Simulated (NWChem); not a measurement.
Species: silicon monoxide (SiO, singlet); SMILES O=[Si]

Results from NWChem. Pople sets run with spherical d functions. Low-valent species are run as closed-shell singlets; no triplet was tried in these runs. Each level has its own optimisation. Entropies are gas-phase, rigid-rotor, harmonic values for NWChem's default masses at 298.15 K and 1 bar, so the errors hold that model's part too (torsions, anharmonicity).

Measured entropy at 1 bar: 50.6 cal/(mol K) (CRC Handbook, as tabulated in the package chemicals).

| level | entropy at 1 bar (cal/(mol K)) | computed − measured |
|---|---|---|
| Hartree-Fock/STO-3G | 50.4 | -0.2 |
| Hartree-Fock/3-21G | 50.6 | 0.0 |
| Hartree-Fock/6-31G* | 50.5 | -0.1 |
| B3LYP/6-31G* | 50.6 | 0.0 |
| LDA (Slater exchange, VWN5)/def2-SVP | 50.6 | 0.0 |
| PBE/def2-SVP | 50.6 | 0.0 |
| BLYP/def2-SVP | 50.6 | 0.0 |
| PBE0/def2-SVP | 50.6 | 0.0 |
